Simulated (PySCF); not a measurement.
Z-matrix (Å, degrees):
```
Cl
```
Charge 0, spin multiplicity 2.

Q: What is the computed highest occupied spin orbital, total energy and dipole moment (PySCF with TPSSh-D3(BJ)/def2-TZVP)?

A: 
- highest occupied spin orbital = -8.78 eV
- total energy = -12521.71 eV
- dipole moment = 0.00 D
